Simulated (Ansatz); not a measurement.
Isolated molecules relaxed with PBE0-D4/def2-TZVP in Ansatz; ΔE leaves out vibrations. CBS: MP2 limit from def2 TZ/QZ plus the TZ coupled-cluster correction, frozen cores. This one scheme is used for every species. Functionals use def2-TZVPP. HSE06 is defined as in plane-wave codes. One conformer a species, not always the lowest.

`CCCCF` + H₂S → `FCCCS` + CH₄  (substitution at a C–C bond)

Q: Is it downhill or uphill in electronic energy at CCSD(T)/CBS, and by how much? (Best estimate.)

A: The calculation gave: Nearly level: ΔE = +0.01 eV.

Q: What do these levels give: revPBE-D4, HSE06-D4, PBE0, CAM-B3LYP, LC-ωPBE, MP2/def2-SVP? (Estimate.)

A: The calculation gave: revPBE-D4 -0.06, HSE06-D4 -0.01, PBE0 0.01, CAM-B3LYP 0.03, LC-ωPBE 0.03, MP2/def2-SVP 0.07 eV.

Largest T1 diagnostic among the species: 0.010.

In def2-TZVPP, CCSD(T) changes the Hartree–Fock value by −0.05 eV (the triples alone add −0.02 eV) and MP2 by −0.09 eV. Leaving LDA and LC-ωPBE aside and taking each functional with its dispersion term where it has one, the values, not all of them listed here, spread over 0.07 eV, from BLYP-D4 to CAM-B3LYP-D4.
